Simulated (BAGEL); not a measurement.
**C2H3Cl2F (1,1-dichloro-1-fluoroethane): HF/3-21G (density fitting with qzvpp-jkfit)**

What is the energy change on altering one bond length of C2H3Cl2F (1,1-dichloro-1-fluoroethane) at HF/3-21G (density fitting with qzvpp-jkfit)? 

The results are computed with BAGEL 1.2.2.

4 further runs of the same task are left out: 1 that didn't finish, 3 set aside as unsound or not needed.

## Step 1: The system as given

C2H3Cl2F has 8 atoms, charge 0, and is taken as a singlet. As SMILES, `CC(F)(Cl)Cl`. Geometry: relaxed at PBE0-D4/def2-TZVP.

Bond lengths: C1–C2 1.502 Å, C2–F3 1.348 Å, C2–Cl4 1.776 Å, C2–Cl5 1.776 Å, C1–H6 1.091 Å, C1–H7 1.091 Å, C1–H8 1.088 Å. Some angles: C1–C2–F3 110.1°, C1–C2–Cl4 111.1°, C1–C2–Cl5 111.1°, F3–C2–Cl4 107.6°, F3–C2–Cl5 107.6°, Cl4–C2–Cl5 109.3°, C2–C1–H6 108.9°, C2–C1–H7 108.9°, C2–C1–H8 110.1°, H6–C1–H7 109.8°.

## Step 2: A single-point energy at HF/3-21G (density fitting with qzvpp-jkfit)

Input file input.json:

```json
{ "bagel" : [

{
  "title" : "molecule",
  "basis" : "3-21g",
  "df_basis" : "qzvpp-jkfit",
  "angstrom" : "true",
  "geometry" : [
    { "atom" : "C", "xyz" : [   -0.133500,   -0.505900,    0.646300 ] },
    { "atom" : "C", "xyz" : [    0.199400,    0.391300,   -0.511300 ] },
    { "atom" : "F", "xyz" : [    1.523600,    0.643200,   -0.537400 ] },
    { "atom" : "Cl", "xyz" : [   -0.232400,   -0.372700,   -2.055900 ] },
    { "atom" : "Cl", "xyz" : [   -0.641100,    1.950200,   -0.373000 ] },
    { "atom" : "H", "xyz" : [    0.163400,   -0.011800,    1.572000 ] },
    { "atom" : "H", "xyz" : [    0.414900,   -1.442000,    0.535900 ] },
    { "atom" : "H", "xyz" : [   -1.202100,   -0.709300,    0.667600 ] }
  ]
},
{
  "title" : "hf"
},
{
  "title" : "print",
  "file" : "orbitals.molden",
  "orbitals" : "true"
}

]}
```

Started as:

```bash
$ BAGEL_NUM_THREADS=1 BAGEL input.json > input.out
```

Output:

```text
* using 1 threads per process

  ===============================================================
  ===============================================================

  *** Geometry ***

  { "atom" : "C", "xyz" : [     -0.252278,     -0.956012,      1.221330 ] },
  { "atom" : "C", "xyz" : [      0.376811,      0.739450,     -0.966217 ] },
  { "atom" : "F", "xyz" : [      2.879187,      1.215472,     -1.015539 ] },
  { "atom" : "Cl", "xyz" : [     -0.439172,     -0.704301,     -3.885088 ] },
  { "atom" : "Cl", "xyz" : [     -1.211503,      3.685344,     -0.704868 ] },
  { "atom" : "H", "xyz" : [      0.308781,     -0.022299,      2.970649 ] },
  { "atom" : "H", "xyz" : [      0.784047,     -2.724985,      1.012704 ] },
  { "atom" : "H", "xyz" : [     -2.271640,     -1.340383,      1.261581 ] },

  Number of auxiliary basis functions:      537

  Since a DF basis is specified, we compute 2- and 3-index integrals:
    o Being stored without compression. Storage requirement is 0.015 GB

  Number of basis functions:       59
  Number of electrons      :       58

    * METHOD: MOLECULE                             0.22

  *** RHF ***

  === Nuclear Repulsion ===
   300.0052248118

      * DIIS with orbital gradients will be used.

  === RHF iteration (3-21g) ===
      0      -1090.35813582          0.02233517           0.07
      1      -1090.47390099          0.01378038           0.07
      2      -1090.52046845          0.00130097           0.07
      3      -1090.52165879          0.00035893           0.07
      4      -1090.52174009          0.00010507           0.07
      5      -1090.52174793          0.00002161           0.07
      6      -1090.52174831          0.00000901           0.07
      7      -1090.52174835          0.00000258           0.07
      8      -1090.52174836          0.00000081           0.07
      9      -1090.52174836          0.00000033           0.07
     10      -1090.52174836          0.00000009           0.07
     11      -1090.52174836          0.00000003           0.07
     12      -1090.52174836          0.00000001           0.07
     13      -1090.52174836          0.00000000           0.07
    * SCF iteration converged.

    * Permanent dipole moment:
           (    0.275709,     0.626439,    -0.797840) a.u.

    * METHOD: HF                                   1.09

    * METHOD: PRINT                                0.01

  ===============================================================
```

It took 1.5 s on 1 thread of Arm Neoverse V2, shared host; peak memory 0.1 GiB.

## Step 3: The distorted shape at the same level

Input file job.json:

```json
{ "bagel": [

{
  "title": "molecule",
  "basis": "3-21g",
  "df_basis": "qzvpp-jkfit",
  "angstrom": "true",
  "geometry": [
    { "atom": "C", "xyz": [    0.875116,   -2.376610,    0.480337 ] },
    { "atom": "C", "xyz": [    1.208016,   -1.479410,   -0.677263 ] },
    { "atom": "F", "xyz": [    2.532216,   -1.227510,   -0.703363 ] },
    { "atom": "Cl", "xyz": [    0.776216,   -2.243410,   -2.221863 ] },
    { "atom": "Cl", "xyz": [   -0.641100,    1.950200,   -0.373000 ] },
    { "atom": "H", "xyz": [    1.172016,   -1.882510,    1.406037 ] },
    { "atom": "H", "xyz": [    1.423516,   -3.312710,    0.369937 ] },
    { "atom": "H", "xyz": [   -0.193484,   -2.580010,    0.501637 ] }
  ]
},
{
  "title": "hf"
},
{
  "title": "print",
  "file": "orbitals.molden",
  "orbitals": "true"
}

]}
```

Started as:

```bash
$ BAGEL_NUM_THREADS=1 BAGEL job.json > job.out
```

Output:

```text
* using 1 threads per process

  ===============================================================
  ===============================================================

  *** Geometry ***

  { "atom" : "C", "xyz" : [      1.653730,     -4.491142,      0.907705 ] },
  { "atom" : "C", "xyz" : [      2.282819,     -2.795680,     -1.279842 ] },
  { "atom" : "F", "xyz" : [      4.785195,     -2.319658,     -1.329163 ] },
  { "atom" : "Cl", "xyz" : [      1.466836,     -4.239430,     -4.198713 ] },
  { "atom" : "Cl", "xyz" : [     -1.211503,      3.685344,     -0.704868 ] },
  { "atom" : "H", "xyz" : [      2.214789,     -3.557428,      2.657025 ] },
  { "atom" : "H", "xyz" : [      2.690055,     -6.260115,      0.699080 ] },
  { "atom" : "H", "xyz" : [     -0.365632,     -4.875512,      0.947957 ] },

  Number of auxiliary basis functions:      537

  Since a DF basis is specified, we compute 2- and 3-index integrals:
    o Being stored without compression. Storage requirement is 0.015 GB

  Number of basis functions:       59
  Number of electrons      :       58

    * METHOD: MOLECULE                             0.21

  *** RHF ***

  === Nuclear Repulsion ===
   236.9986399485

      * DIIS with orbital gradients will be used.

  === RHF iteration (3-21g) ===
      0      -1090.06717560          0.02452572           0.07
      1      -1089.47957764          0.03522916           0.07
      2      -1090.24803047          0.01018046           0.07
      3      -1090.29478944          0.00571267           0.07
      4      -1090.31911179          0.00205669           0.07
      5      -1090.32986948          0.00119130           0.07
      6      -1090.33362547          0.00124464           0.07
      7      -1090.33434693          0.00060439           0.07
      8      -1090.33479761          0.00012499           0.07
      9      -1090.33481211          0.00005070           0.07
     10      -1090.33481483          0.00003049           0.07
     11      -1090.33481785          0.00001664           0.07
     12      -1090.33481919          0.00001225           0.07
     13      -1090.33482014          0.00000988           0.07
     14      -1090.33482152          0.00000638           0.07
     15      -1090.33482179          0.00000405           0.07
     16      -1090.33482186          0.00000132           0.07
     17      -1090.33482187          0.00000063           0.07
     18      -1090.33482187          0.00000033           0.07
     19      -1090.33482187          0.00000013           0.07
     20      -1090.33482187          0.00000008           0.07
     21      -1090.33482187          0.00000006           0.07
     22      -1090.33482187          0.00000005           0.07
     23      -1090.33482187          0.00000004           0.07
     24      -1090.33482187          0.00000003           0.07
     25      -1090.33482187          0.00000001           0.07
     26      -1090.33482187          0.00000001           0.07
    * SCF iteration converged.

    * Permanent dipole moment:
           (   -1.481841,     4.270413,    -0.311258) a.u.

    * METHOD: HF                                   2.00

    * METHOD: PRINT                                0.01

  ===============================================================
```

Wall time 2.4 s (1 thread of Arm Neoverse V2, shared host); peak memory 0.1 GiB.

## Step 4: Summary of results

At HF/3-21G (density fitting with qzvpp-jkfit):

```
                                                          quantity           value
                                         first shape: total energy  -1090.52175 Eh
                                        first shape: dipole moment          2.67 D
                                          first shape: HOMO energy       -12.45 eV
                                          first shape: LUMO energy         3.95 eV
                                        first shape: HOMO–LUMO gap        16.40 eV
                                     distorted shape: total energy  -1090.33482 Eh
                                    distorted shape: dipole moment         11.52 D
                                      distorted shape: HOMO energy        -8.36 eV
                                      distorted shape: LUMO energy        -3.66 eV
                                    distorted shape: HOMO–LUMO gap         4.71 eV
energy change with the C2–Cl5 bond stretched from 1.776 to 3.908 Å        5.087 eV
```

One bond (distorted shape) is far stretched, which a spin-restricted single reference describes badly; a broken-symmetry solution may lie lower. With the C2–Cl5 bond stretched from 1.776 to 3.908 Å the energy rises by 5.09 eV (491 kJ/mol). The first shape isn't relaxed at this level, so the change isn't measured from a minimum. A restricted reference can't describe the breaking bond well at this length.
